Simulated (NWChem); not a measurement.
Molecule: chloromethane (CH3Cl); SMILES ClC

```xyz
5

C      0.0000     0.0000    -1.1109
Cl     0.0000     0.0000     0.6644
H      0.7330     0.7330    -1.4701
H      0.2683    -1.0013    -1.4701
H     -1.0013     0.2683    -1.4701
```
Atoms are numbered in this order, from 1.

Level: PBE0/def2-SVP (NWChem), optimised geometry, unscaled harmonic frequencies. 

```tsv
frequency (cm⁻¹)	IR intensity (km/mol)
765	23.3
1018	3.9
1018	3.9
1365	10.5
1456	8.2
1456	8.2
3084	19.9
3207	3.5
3207	3.5
```

```json
{
 "zero_point_energy": "23.7 kcal/mol",
 "thermal correction to the enthalpy at 298.15 K (with zero-point energy)": "26.2 kcal/mol",
 "heat capacity Cv": "7.7 cal/(mol K)",
 "entropy at 298.15 K and 1 atm (symmetry number 3)": "55.9 cal/(mol K)",
 "dipole_moment": "1.87 D"
}
```

Rigid rotor and harmonic oscillator.
